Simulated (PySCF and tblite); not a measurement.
# trans-CHF=CHCOOH, C3H3FO2, numbered as in [O:1]=[C:2]([OH:3])/[CH:4]=[CH:5]/[F:6]: conformational analysis

The ensemble was built from 90 distance-geometry starts (ETKDG and KDG, MMFF94s, GFN2-xTB) and rests on PBE0-D3(BJ)/def2-SVP geometries. Weights use PBE0-D3(BJ)/def2-TZVP energies plus GFN2-xTB zero-point and thermal terms (modes under about 100 cm⁻¹ blended into free rotors). Symmetry numbers and mirror images are counted. Conformers within 3 kcal/mol (GFN2-xTB free energy) were kept, 8 at most. GIAO shieldings: mPW1PW91/pcSseg-2. Couplings: B3LYP/pcJ-1. Couplings are for ¹³C, ¹⁹F, ¹H, ¹⁷O. Shifts are against TMS (¹H), TMS (¹³C), CFCl3 (¹⁹F) at the same level. (PySCF 2.14, tblite 0.8.)

Torsions listed: O1–C2–O3–H3, O3–C2–C4–C5.

| conformer | shape | symmetry | E(GFN2) kcal/mol | E(DFT) kcal/mol | G(298.15 K) kcal/mol | weight % | dipole D |
| --- | --- | --- | --- | --- | --- | --- | --- |
| 1 | 0°, -179° | Cs | 0.00 | 0.00 | 0.00 | 64.9 | 0.99 |
| 2 | 0°, 0° | Cs | 0.34 | 0.38 | 0.36 | 35.1 | 2.01 |

Weights (%) against temperature:

```csv
T (K),1,2,S(mix) cal/mol/K
200,70.8,29.2,1.20
250,67.3,32.7,1.26
298.15,64.9,35.1,1.29
350,63.1,36.9,1.31
400,61.8,38.2,1.32
```

Averaged shifts at 298.15 K. ¹H: 7.95 (H5, 1H), 5.84 (H4, 1H) ppm. ¹³C: 180.9 (C5), 173.7 (C2), 112.0 (C4) ppm. ¹⁹F: -96.3 (F6) ppm.

Averaged couplings (Hz): ¹J(O1,C2) 27.1, ²J(O1,O3) -7.3, ²J(O1,C4) -2.0, ³J(O1,C5) -3.6, ⁴J(O1,F6) -13.4, ³J(O1,H3) 2.2, ³J(O1,H4) -1.1, ¹J(C2,O3) 29.8, ¹J(C2,C4) 83.5, ³J(C2,F6) 19.7, ²J(C2,H3) -6.2, ²J(C2,H4) 1.1, ³J(C2,H5) 2.9, ²J(O3,C4) -22.8, ³J(O3,C5) -4.4, ⁴J(O3,F6) -5.9, ¹J(O3,H3) -77.0, ³J(O3,H4) -2.1, ¹J(C4,C5) 95.2, ²J(C4,F6) 11.4, ³J(H3,C4) 8.7, ¹J(C4,H4) 174.2, ²J(C4,H5) 11.6, ¹J(C5,F6) -365.8, ⁴J(H3,C5) 2.2, ²J(H4,C5) -6.3, ¹J(C5,H5) 211.0, ⁵J(H3,F6) 1.0, ³J(H4,F6) 12.5, ²J(H5,F6) 86.0, ⁴J(H3,H4) 1.1, ³J(H4,H5) 12.8. Computed couplings to fluorine can be off by tens of per cent at such levels.

Coordinates of conformer 1 (Å):

```xyz
9

O    -1.213   -0.707    1.015
C    -0.908   -0.039    0.058
O    -1.800    0.670   -0.646
C     0.452    0.103   -0.488
C     1.445   -0.560    0.107
F     2.690   -0.504   -0.314
H    -2.661    0.517   -0.228
H     0.625    0.734   -1.360
H     1.297   -1.199    0.984
```

H on N, O and S are left out: they exchange, and hydrogen bonds move them by several ppm. Unscaled ¹⁹F shifts at such levels can be off by tens of ppm; differences between conformers or isomers are more reliable. Shifts are unscaled: against experiment ¹³C can be off by 15 ppm or more and ¹H by 0.8 ppm.

Search and properties took 2.2 min on 1 thread of Arm Neoverse V2, on a host shared with other jobs (rough), launched as `OMP_NUM_THREADS=1 python ens_run.py task.json out`.
